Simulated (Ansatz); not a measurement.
We consider hcp Zn, described by PBEsol (Ansatz, a quantum-chemistry and plane-wave program, plane waves, PAW).

Numerical settings: plane-wave cutoff 500 eV, 22×12×1 k mesh (along the axes of the cell as run), Fermi–Dirac smearing 0.1 eV, scalar-relativistic PAW data made under PBE.

**Question.** Estimate the surface energy of the (10-10) face and work function of the (10-10) face that the calculation returns.

**Answer.** 
- surface energy of the (10-10) face: 0.82 J/m²
- work function of the (10-10) face: 4.30 eV

The slab of 12 atoms is relaxed and unreconstructed.

The computed numbers hold no vibrational or temperature effects.
